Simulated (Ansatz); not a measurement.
**How far each method lies from full CI for HAlN, doublet**

Geometry: a point of a breathe scan, not a stationary point.

```csv
atom,x (Å),y (Å),z (Å)
Al,0.0000,0.0000,0.0563
N,0.0000,0.0000,-1.8634
H,0.0000,0.0000,1.8071
```

Basis 6-31G; Ansatz 0.2.0. Correlated methods freeze the noble-gas cores, which leaves 9 electrons in 18 orbitals. Prefix R: restricted or restricted open-shell reference; prefix U: unrestricted. Active spaces: pair = (3e, 3o) about the gap; valence = (9e, 9o) chosen from the atoms' valence shells.

Full CI is exact within this basis and frozen core; it isn't the basis-set limit. The frozen core follows each run's orbitals, which can shift R against U totals by a few meV.

Unrestricted rows (U) aren't spin-pure: their determinants' ⟨S²⟩ exceeds S(S+1) by up to 0.93, so they mix in states of higher spin. For open shells CISD and CISDTQ are restricted-active-space CI with the open shells as a complete middle space.

- UHF ⟨S²⟩: 1.681
- T1 diagnostic (RCCSD): 0.0673
- largest doubles amplitude (RCCSD): 0.137
- T1 diagnostic (UCCSD): 0.1174

| level | E − E(full CI) (meV) | share of correlation (%) | wall time |
| --- | --- | --- | --- |
| RHF | 4923 | 0.00 | – |
| UHF | 4053 | 17.68 | – |
| RMP2 | 879 | 82.14 | – |
| UMP2 | 1641 | 66.67 | – |
| CISD | 718 | 85.42 | 0.9 s |
| RCCSD | 357 | 92.75 | – |
| UCCSD | 295 | 94.01 | – |
| RCCSD(T) | 70 | 98.58 | 1.7 s |
| UCCSD(T) | 143 | 97.10 | 2.7 s |
| BCCD(T) | 92 | 98.13 | 1.8 s |
| RCCSDT | 29 | 99.42 | – |
| UCCSDT | 32 | 99.35 | – |
| CISDTQ | 47 | 99.04 | 11 s |
| RCCSDT(Q) | 5 | 99.90 | 5.5 s |
| UCCSDT(Q) | -17 | 100.35 | 6.5 s |
| RCCSDTQ | -1 | 100.02 | 51 s |
| CASSCF (pair space) | 3881 | 21.17 | – |
| NEVPT2 (pair space) | 984 | 80.02 | 1.4 s |
| MRCISD (pair space) | 568 | 88.46 | – |
| MRCISD+Q (pair space) | 188 | 96.19 | 1.5 s |
| CASSCF (valence space) | 1345 | 72.68 | – |
| NEVPT2 (valence space) | 350 | 92.88 | 4.1 s |
| MRCISD (valence space) | 72 | 98.54 | – |
| MRCISD+Q (valence space) | 40 | 99.18 | 5.5 s |

The correlation energy at full CI, counted from RHF, is -4.923 eV. That run took 3 min on 1 thread of Arm Neoverse V1, shared host over 6,554,240 determinants.

Times hold each run's SCF and search for its determinant on a shared host, so for small cases they say little of a method's own cost; they ran on 1 thread of Arm Neoverse V1.

Not variational, and here over 5 meV under the exact energy: UCCSDT(Q).

The full-CI state has the irrep B2 of C2v, in the program's axes (one component, if the state is degenerate).

Natural occupations of full CI about the gap: 1.979 1.946 1.881 1.843 0.975 0.150 0.128 0.036 0.025 0.012; effectively unpaired electrons, Σ n²(2−n)², 1.29.
